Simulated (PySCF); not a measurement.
C4H3O2 (charge -1).
SMILES with atom numbers: `[CH3:1][C:2]#[C:3][C:4](=[O:5])[O-:6]` (hydrogens: H7, H8, H9 on C1)

Geometry (GFN2-xTB, Å), atoms numbered from 1 in this order:
```xyz
9
C4H3O2 angstrom
C     -1.8107    0.0704   -0.2629
C     -0.3735    0.0145   -0.0198
C      0.8116   -0.0297    0.1808
C      2.3075   -0.0872    0.4364
O      2.9148    0.9656    0.1994
O      2.7205   -1.1792    0.8493
H     -2.3509   -0.4529    0.5299
H     -2.0519   -0.4032   -1.2176
H     -2.1539    1.1077   -0.2935
```

PySCF, density fitting, gas phase, GFN2-xTB geometry. The standard run uses grid level 2 after a coarse-grid start, the def2-universal JK fitting basis (with tight functions added where the orbital basis needs them), an energy threshold of 1e-9 Eh and DIIS. The changed runs have no coarse-grid stage.

Problem. Standard PBE0/pcSseg-1: E = -304.298567 Eh, HOMO -1.239 eV, LUMO 4.773 eV, 15 cycles (coarse-grid cycles included). What changes at PBE0/pcSseg-1 with: fitting basis def2-universal-jkfit, energy threshold 1e-08 Eh?

Solution. E = -304.298598 Eh (-0.031 mEh), HOMO -1.239 eV (0.000), LUMO 4.773 eV (0.000), 10 SCF cycles. Of the changed settings only the fitting basis enters the energy expression; the total energy moves by 0.02 kcal/mol.

The cycles:
```
cycle   1  E = -304.0654577060  dE =  9.666e-01  |g| = 1.092e+00  |ddm| = 3.226e+00
cycle   2  E = -303.6912550077  dE =  3.742e-01  |g| = 1.784e+00  |ddm| = 4.151e+00
cycle   3  E = -304.2891632424  dE = -5.979e-01  |g| = 1.819e-01  |ddm| = 3.214e+00
cycle   4  E = -304.2977698881  dE = -8.607e-03  |g| = 5.546e-02  |ddm| = 4.018e-01
cycle   5  E = -304.2983526004  dE = -5.827e-04  |g| = 3.186e-02  |ddm| = 6.433e-02
cycle   6  E = -304.2985772761  dE = -2.247e-04  |g| = 9.158e-03  |ddm| = 3.336e-02
cycle   7  E = -304.2985975455  dE = -2.027e-05  |g| = 1.767e-03  |ddm| = 8.180e-03
cycle   8  E = -304.2985983205  dE = -7.751e-07  |g| = 2.739e-04  |ddm| = 2.001e-03
cycle   9  E = -304.2985983390  dE = -1.845e-08  |g| = 1.344e-04  |ddm| = 5.863e-04
cycle  10  E = -304.2985983425  dE = -3.561e-09  |g| = 6.553e-05  |ddm| = 1.470e-04
```
